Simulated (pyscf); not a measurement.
HCl (SMILES Cl) + HO–Ti(Cl)(Cl)–Cl (SMILES [OH][Ti]([Cl])([Cl])[Cl]) → Cl–Ti(Cl)(Cl)–Cl (SMILES [Cl][Ti]([Cl])([Cl])[Cl]) + H₂O (SMILES O) (four-centre exchange; singlet surface; Cl–H, O–Ti broken, Cl–Ti, H–O formed). PySCF, gas phase, ωB97X-D3(BJ)/def2-SVP geometries. Energies in eV from the separated reactants.

```
level                   barrier  reaction energy
----------------------  -------  ---------------
ωB97X-D3(BJ)/def2-TZVP      [?]              [?]
PBE/def2-TZVP              0.26            -0.17
r²SCAN/def2-TZVP            [?]            -0.16
B3LYP-D3(BJ)/def2-TZVP     0.31            -0.17
M06-2X/def2-TZVP           0.29            -0.11
HF/def2-TZVP               1.06            +0.03
```

Question: Some entries are withheld; supply them.

Answer: 
- ωB97X-D3(BJ)/def2-TZVP, barrier: 0.27
- ωB97X-D3(BJ)/def2-TZVP, reaction energy: -0.19
- r²SCAN/def2-TZVP, barrier: 0.22

The functionals in the table span 0.08 eV in this barrier, from r²SCAN to B3LYP-D3(BJ). On the product side the descent ends in an adduct with a O–Ti contact, 0.33 eV under the separated species and 0.80 eV under the saddle at ωB97X-D3(BJ)/def2-TZVP. What is counted as broken (O–Ti) persists as a longer contact in the product adduct; parting that adduct is a step of its own. One saddle was located; it need not be the lowest between these sides.
